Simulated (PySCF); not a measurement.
hydrogen isocyanide (CHN), SMILES [C-]#[NH+]. Geometry optimised at PBE-D3(BJ)/def2-TZVPD.

Method: PBE-D3(BJ)/def2-TZVPD (PySCF 2.14.0).

Harmonic wavenumbers (cm⁻¹): 458, 458, 2033, 3693. Rotational constants (GHz): 44.86 (linear); symmetry number 1.

Q: Work out the zero-point energy and the ideal-gas rigid-rotor harmonic-oscillator thermochemistry at 298.15 K and 1 atm.

A: ZPE = ½ Σ hcν = ½ × 6642 cm⁻¹ = 9.49 kcal/mol. H − E(el) = 11.89 kcal/mol. Entropy in cal/(mol K): translation 35.82, rotation 11.79, vibration 1.55, total 49.15. G − E(el) = -2.76 kcal/mol. Cp = 9.65 cal/(mol K).
